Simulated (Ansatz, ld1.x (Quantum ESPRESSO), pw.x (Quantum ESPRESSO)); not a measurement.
# palladium (Pd): one change to the PAW potential, in the atom and in the bcc crystal

```
Element                 : palladium (Pd)
Generator               : ld1.x (Quantum ESPRESSO) 7.5
Type                    : PAW
Functional              : PBEsol
Relativity              : scalar-relativistic
Frozen core             : [Ar] 3d10
Valence charge          : 18
Reference configuration : 4s2 4p6 4d8 5s0 5p0 (charge +2)
Partial waves           : 4s (bound): rcut 1.20, rcutus 1.35 bohr; 5s (bound, empty): rcut 1.20, rcutus 1.35 bohr; 4p (bound): rcut 1.35, rcutus 1.55 bohr; 5p (bound, empty): rcut 1.35, rcutus 1.55 bohr; 4d (bound): rcut 1.20, rcutus 1.60 bohr; 4d channel at -1.35 Ry: rcut 1.20, rcutus 1.60 bohr
Local potential         : all-electron potential smoothed inside 1.30 bohr (lloc = -2)
Core correction         : Bessel-smoothed model core inside 1.15 bohr
Augmentation charge     : BESSEL, radius 1.10 bohr
```

Change: waves 4p (bound): rcut 1.35, rcutus 2.22 bohr; 5p (bound): rcut 1.35, rcutus 2.22 bohr.

Cutoffs, loose and tight: the cutoffs (Ry, on a coarse ladder) from which the occupation-weighted sum of valence levels, in a spherical-Bessel basis at the reference potential, stays within 10 and 1 mRy of its value at 400 Ry. They do not see the model core or the augmentation charge, which bear on the density cutoff. Test errors are all-electron minus pseudo excitation energies from the reference, over the configurations 4s2 4p6 4d10 5s0 5p0; 4s2 4p6 4d9 5s0 5p0; 4s2 4p6 4d7 5s0 5p0; 4s2 4p5 4d10 5s0 5p0; 4s2 4p6 4d9.5 5s0 5p0; 4s1 4p6 4d10 5s0 5p0; 4s2 4p6 4d9 5s0 5p1; variants that change the core or the reference have their own tests.

Crystal test: bcc Pd in pw.x 7.5, no spin, 15³ k-points, Fermi–Dirac smearing 0.01 Ry, cutoffs set for each file from its atomic test. The reference is all-electron LAPW (Ansatz 0.2.0) with the same functional, mesh and smearing; V0 and B0 come from Birch–Murnaghan fits to the pressures at five volumes. Errors are pseudo minus all-electron; Δ is the rms difference of the E(V) curves that follow from these fits, minima aligned, over ±6 % about the mean V0. Mesh and smearing are coarse, so the numbers serve the comparison and aren't converged zero-temperature values; the lattice is a test structure that the element need not adopt.

All-electron: a0 = 3.086 Å (V0 = 14.70 Å³/atom), B0 = 196.2 GPa.

Q: Does the change bring the crystal closer to the all-electron result?

A: The mean pressure error goes from +0.75 to -2.81 GPa, so the change moves the solid further from the all-electron pressures.

| quantity | base | changed |
| --- | --- | --- |
| outcome (atom) | generated | generated |
| cutoff, loose (atom) | 50 Ry | 45 Ry |
| cutoff, tight (atom) | 90 Ry | 70 Ry |
| bound ghosts (atom) | none | none |
| largest test error (meV) (atom) | -34 | -39 over the solved tests; 2 of 7 tests not solved or not reliable |
| cutoffs in pw.x (Ry) | 110/880 | 85/680 |
| a0 (Å) | 3.090 | 3.072 |
| a0 error (%) | +0.13 | -0.47 |
| B0 error (%) | -0.9 | +7.8 |
| Δ (meV/atom) | 2.4 | 9.0 |
| mean pressure error (GPa) | +0.75 | -2.81 |

Changed file: Atomic configuration tests: 2 of 7 tests not solved or not reliable. The atomic cutoffs weigh occupied waves only.
